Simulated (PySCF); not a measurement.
Species: cyclo-(SiH2)3.
Geometry (PBE0-D3(BJ)/def2-SVP, Å), atoms numbered from 1 in this order:
```xyz
9
Si3H6 angstrom
Si    -1.1336    0.0880    0.7259
H     -2.1053   -1.0349    0.8624
H     -1.5337    1.3170    1.4698
Si    -0.0069    0.3407   -1.3053
H      0.2742    1.7228   -1.7897
H     -0.2988   -0.6275   -2.4013
Si     1.1409   -0.4284    0.5797
H      2.1203    0.4861    1.2339
H      1.5428   -1.8638    0.6246
```

NICS = −σ at a ghost point: NICS(0) at the centroid of the ring atoms, NICS(1) 1 Å to either side along the normal of their mean plane, zz for the tensor component along that normal. Level: GIAO PBE0/pcSseg-1 (PySCF, non-relativistic, gas phase) on the PBE0-D3(BJ)/def2-SVP geometry, one conformer.

Ring bond lengths (Å), with Mayer bond orders in brackets: Si1–Si4 2.336 (0.88), Si4–Si7 2.337 (0.88), Si7–Si1 2.337 (0.88).

Question: What do the NICS probes read (ppm)?

Answer: 
```csv
ring,type,NICS(0),"NICS(1), two faces","NICS(1)zz, two faces",rms pucker (Å),"centre to ring atoms, mean (Å)"
Si1–Si4–Si7,3-membered ring with 3 Si,-9.2,-6.0 / -6.0,-6.3 / -6.3,0.00,1.35
```

Question: What do they say, and how far can they be read as aromaticity?

Answer: 
- Si1–Si4–Si7: mean NICS(1)zz -6.3 ppm, shielded. Si1, Si4, Si7 have four or more neighbours, and the NICS criterion for π rings isn't applied.

Question: At the second NICS(1) probe listed for ring Si1–Si4–Si7, 1 Å off the ring, what do the in-plane components average?

Answer: The isotropic value is a third of the trace: (3 × -6.0 − (-6.3))/2 = -5.8 ppm.

Question: What are the shieldings of the ring atoms and their hydrogens in the same run (means over atoms taken as equivalent)?

Answer: 
```csv
atoms,environment,σ isotropic (ppm),"principal values of the symmetric part, first atom (ppm)"
Si1 (×3),silicon bonded to 2 Si and 2 H,528.9,"423.6, 473.9, 689.1"
H2 (×6),hydrogen on silicon,28.20,"24.0, 25.4, 35.2"
```

Question: How do the values depend on the level or the medium?

Answer: 
```tsv
level	NICS(0), Si1–Si4–Si7	mean NICS(1)zz, Si1–Si4–Si7
PBE0/pcSseg-1, gas	-9.2	-6.3
wB97X-D/pcSseg-1, gas	-8.8	-6.2
```

The geometry is the same throughout.
